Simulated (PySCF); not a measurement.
Compound: chlorothioborine, BClS.
Atom-mapped SMILES: `[S:1]=[B:2][Cl:3]`

Structure used (PBE0-D3(BJ)/def2-SVP), in Å, numbered top down from 1:
```
atom  x, y, z in Å
S1    -1.629    0.167   -0.013
B2    -0.017    0.103   -0.008
Cl3    1.669    0.035   -0.004
```

Level: PBE0/pcSseg-1 and B3LYP/def2-SVPD in PySCF, non-relativistic, on one gas-phase PBE0-D3(BJ)/def2-SVP geometry that isn't relaxed in the solvent. The solvent is an IEF-PCM continuum (cavity from Bondi-type radii × 1.2). Specific hydrogen bonds and non-electrostatic terms are outside this model.

Gas phase at PBE0/pcSseg-1: HOMO -8.38 eV, LUMO -0.94 eV, dipole 1.64 D.

**Question.** What does the continuum do to the energy, the frontier levels and the dipole at PBE0/pcSseg-1 in dichloromethane and dimethylsulfoxide?

**Answer.** 
```tsv
solvent	ε	E(solvent) − E(gas) (kJ/mol)	polarisation term (kJ/mol)	distortion of the solute (kJ/mol)	HOMO (eV)	LUMO (eV)	dipole (D)
dichloromethane	8.93	-4.09	-5.05	0.96	-8.40	-0.89	2.18
dimethylsulfoxide	46.83	-4.82	-6.14	1.32	-8.41	-0.89	2.27
```

The polarisation term is half the interaction of the solute with the surface charges that it induces; the rest is the cost of distorting the solute's density. The sum is the electrostatic part of solvation alone. From dichloromethane to dimethylsulfoxide the lowering changes by a factor 1.18, Onsager's factor (ε − 1)/(2ε + 1) by 1.15 and ε itself by 5.2.

**Question.** Which radius a makes the point-dipole formula ΔE = −[(ε − 1)/(2ε + 1)]·μ²/a³ give the value in dimethylsulfoxide, with the gas-phase dipole?

**Answer.** μ = 0.647 au and |ΔE| = 0.00183 Eh give a = 2.54 Å; the farthest nucleus lies 1.66 Å from the centroid of the nuclei. The formula assumes a rigid point dipole at the centre of a sphere.

**Question.** Which Mulliken charges (PBE0/pcSseg-1) respond most in dichloromethane (means over atoms taken as equivalent)?

**Answer.** 
```csv
atoms,environment,gas (e),solvent (e),change
S1,sulfur bonded to B,-0.211,-0.263,-0.052
B2,boron bonded to Cl and S,+0.321,+0.352,+0.031
Cl3,chlorine bonded to B,-0.110,-0.089,+0.021
```

**Question.** How do the nuclear quadrupole coupling constants eQVzz/h respond in dichloromethane?

**Answer.** 
| nucleus | Q (barn) | gas (MHz) | solvent (MHz) | η gas | η solvent |
| --- | --- | --- | --- | --- | --- |
| 33S at S1 | -0.06781 | -3.67 | -4.29 | 0.00 | 0.00 |
| 11B at B2 | 0.04059 | -2.59 | -2.70 | 0.00 | 0.00 |
| 35Cl at Cl3 | -0.0817 | -45.39 | -45.77 | 0.00 | 0.00 |

Gas phase at B3LYP/def2-SVPD: HOMO -8.07 eV, LUMO -1.23 eV, dipole 1.64 D.

**Question.** What does the continuum do to the energy, the frontier levels and the dipole at B3LYP/def2-SVPD in dichloromethane and dimethylsulfoxide?

**Answer.** 
| solvent | ε | E(solvent) − E(gas) (kJ/mol) | polarisation term (kJ/mol) | distortion of the solute (kJ/mol) | HOMO (eV) | LUMO (eV) | dipole (D) |
| --- | --- | --- | --- | --- | --- | --- | --- |
| dichloromethane | 8.93 | -4.06 | -4.99 | 0.93 | -8.10 | -1.19 | 2.19 |
| dimethylsulfoxide | 46.83 | -4.78 | -6.06 | 1.28 | -8.11 | -1.19 | 2.28 |

**Question.** How does the static polarisability (B3LYP/def2-SVPD, frozen core, with the continuum's full static response) change?

**Answer.** 
```
           medium  isotropic (au)  principal values (au)  ⟨r²⟩ of the electrons (bohr²)
              gas            48.8       37.1, 37.1, 72.0                          390.4
  dichloromethane            63.5       47.6, 47.7, 95.1                          390.6
dimethylsulfoxide            66.4       50.0, 50.0, 99.1                          390.6
```

The isotropic value in dimethylsulfoxide is 1.36 times the gas-phase one; no cavity-field correction is applied. ⟨r²⟩ is taken about the centre of nuclear charge.

Rough CPU time on one thread of a shared machine: about 4 s. This is the whole shielding run at PBE0/pcSseg-1 in dimethylsulfoxide, SCF included.
